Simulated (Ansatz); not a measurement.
**Equilibrium of CH8AlN ⇌ CH5N + AlH3 at process temperatures**

Species: CH8AlN `C[NH2+][AlH3-]`, singlet; CH5N `CN`, singlet; AlH3 `[AlH3]`, singlet. 

The electronic reaction energy at CCSD(T)/CBS estimate is +139.6 kJ/mol. Shapes: PBE0-D4/def2-TZVP. Programs: Ansatz 0.2.0. Enthalpy and entropy come from rigid-rotor, harmonic-oscillator sums on unscaled PBE0-D4/def2-TZVP wavenumbers, ideal gases at 1 bar. Symmetry numbers: CH8AlN 1, CH5N 1, AlH3 6. R = 8.3145 J/(mol K).

| T (K) | ΔH (kJ/mol) | ΔS (J/(mol K)) |
| --- | --- | --- |
| 700 | +125.5 | +130.5 |
| 1000 | ? | ? |
| 1300 | +116.6 | +121.4 |

Problem. Work out ln K at 700 and 1300 K, and from these estimate it at 1000 K.

Solution. 
1. 700 K: ΔG = +125.5 − 700 × (+130.5)/1000 = +34.2 kJ/mol; ln K = −ΔG/RT = -5.88.
2. 1300 K: ΔG = +116.6 − 1300 × (+121.4)/1000 = -41.2 kJ/mol; ln K = −ΔG/RT = +3.81.
3. Slope against 1000/T: (+3.81 − (-5.88))/(0.7692 − 1.4286) = -14.70, that is −ΔH/R with ΔH near +122 kJ/mol.
4. 1000 K: ln K = -5.88 + (-14.70) × (1.0000 − 1.4286) = +0.42.

The full sums give ΔH = +121.3 kJ/mol, ΔS = +125.5 J/(mol K), ΔG = -4.2 kJ/mol and ln K = +0.51 at 1000 K, so the line is off by -0.09 in ln K; without rounding the miss is -0.08, from the change of ΔH with temperature. The products are favoured at 1 bar above about 960 K, give or take 80 K for 10 kJ/mol in the energy. The number of molecules rises, which sets the sign of ΔS, and lower pressure favours the products. An error of 10 kJ/mol in the energy moves ln K by 1.2 at 1000 K. Soft modes are treated as harmonic, which can err either way at these temperatures; the lowest are those of CH8AlN (104 cm⁻¹). AlH3 would pair up to its dimer, which this equilibrium leaves out. The CBS estimate extrapolates MP2 from def2-TZVPP and def2-QZVPP and adds CCSD(T) − MP2 in the triple-zeta set, cores frozen.
